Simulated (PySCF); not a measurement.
Cartesian coordinates (Å):
```xyz
6

C     -0.4619     0.0011     0.0364
C      0.9347     0.1540    -0.5020
O      1.9714    -0.0745     0.0346
H     -0.4605    -0.3785     1.0710
H     -1.0185    -0.6791    -0.6238
H     -0.9652     0.9769    -0.0162
```
Charge 0, spin multiplicity 2.

Question: Predict the total energy, dipole moment and highest occupied spin orbital from PBE-D3(BJ)/def2-TZVP in PySCF.

Answer: 
| Property | Value |
|---|---|
| total energy | -153.0645 Ha |
| dipole moment | 2.47 D |
| highest occupied spin orbital | -4.32 eV |
